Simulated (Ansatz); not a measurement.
Two isomers of C4H4F2: A = `FC1=CCC1F`, B = `C=C(F)/C=C/F`.

Gas-phase electronic energies from Ansatz, PBE0-D4/def2-TZVP geometries. CCSD(T)/CBS is the MP2 limit (def2-TZVPP, def2-QZVPP) plus CCSD(T) − MP2 in def2-TZVPP, frozen cores. DFT in def2-TZVPP. One conformer a species, not always the lowest.

Which is lower in electronic energy at CCSD(T)/CBS, and by how much? (Estimate.)

Ansatz gave: B, by 39.5 kJ/mol.

Give E(B) − E(A) in kJ/mol with PBE0-D4, BLYP-D4, PBE-D4, CCSD/def2-TZVPP, r2SCAN-D4, HF/def2-TZVPP, LDA (SPW92). (Estimate.)

Ansatz gave: PBE0-D4 -32.0, BLYP-D4 -68.4, PBE-D4 -42.0, CCSD/def2-TZVPP -38.9, r2SCAN-D4 -50.8, HF/def2-TZVPP -53.4, LDA (SPW92) -30.5. None reverses the order clearly.

Does the order hold for the free energy at 298.15 K (harmonic terms from PBE0-D4)? (Best estimate.)

The calculation gave: Yes: G(B) − G(A) = -46.7 kJ/mol, for one conformer each.

Largest T1 diagnostic: 0.012.

From r2SCAN to r2SCAN0 (25 % exact exchange), in def2-TZVPP and without D4, E(B) − E(A) moves by +10.7 kJ/mol. In def2-TZVPP, CCSD(T) changes the Hartree–Fock value by +13.0 kJ/mol (the triples alone add −1.4 kJ/mol) and MP2 by +20.6 kJ/mol.
